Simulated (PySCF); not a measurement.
`c1cnccn1`. Computed with PBE0/def2-SVP geometry optimisation, gas phase (PySCF).

```
atom  x, y, z in Å
C1     1.1019   -0.7494    0.0328
C2     1.1662    0.6459    0.0140
N3     0.0701    1.3974   -0.0240
C4    -1.0907    0.7494   -0.0431
C5    -1.1549   -0.6459   -0.0243
N6    -0.0588   -1.3973    0.0137
H7     2.0173   -1.3514    0.0641
H8     2.1330    1.1619    0.0300
H9    -2.0060    1.3514   -0.0739
H10   -2.1217   -1.1619   -0.0407
```

What is the longest distance between nuclei?

H7···H9 and H8···H10, 4.849 Å down to 4.848 Å.

How far are the heavy atoms from their best plane (unweighted least squares)?

0.000 Å rms; none is more than 0.001 Å off.

Work out the bond lengths C1–C2, C1–H7, C2–N3, C2–H8, N3–C4, C4–C5, C4–H9, C5–H10 in Å.

For C1–C2 the difference vector is (0.0643, 1.3953, -0.0188) Å, of length 1.3969 Å. C1–C2 1.397; C1–H7 1.096; C2–N3 1.330; C2–H8 1.096; N3–C4 1.330; C4–C5 1.397; C4–H9 1.096; C5–H10 1.096 Å.

What are the angles C2–C1–N6, N3–C4–H9, C5–C4–H9, N6–C5–H10?

From the scalar product of the two bond vectors; for C2–C1–N6 it is -0.9783 Å² over 1.3969 × 1.3294 Å², cos θ = -0.5268. C2–C1–N6 121.8°; N3–C4–H9 117.5°; C5–C4–H9 120.7°; N6–C5–H10 117.5°.

Give the dihedral angles H7–C1–N6–C5, N3–C4–C5–N6, H10–C5–N6–C1, H7–C1–C2–H8, H8–C2–N3–C4.

H7–C1–N6–C5 180° (antiperiplanar); N3–C4–C5–N6 0° (synperiplanar); H10–C5–N6–C1 180° (antiperiplanar); H7–C1–C2–H8 0° (synperiplanar); H8–C2–N3–C4 180° (antiperiplanar). Dihedral signs follow IUPAC: positive where, seen along the central bond, the front bond turns clockwise onto the rear one.

Write the matrix of distances between heavy atoms (Å, lower triangle).

```
C1    0.000
C2    1.397  0.000
N3    2.383  1.330  0.000
C4    2.657  2.260  1.330  0.000
C5    2.260  2.657  2.382  1.397  0.000
N6    1.329  2.382  2.798  2.383  1.329  0.000
```

No PBE0/def2-SVP frequencies stand behind this structure, so it isn't proved a minimum.

On one thread, Arm Neoverse V2 (aarch64) (shared host), this took 6.0 s wall and 0.46 GiB of memory at its peak. These figures are those of the optimisation.
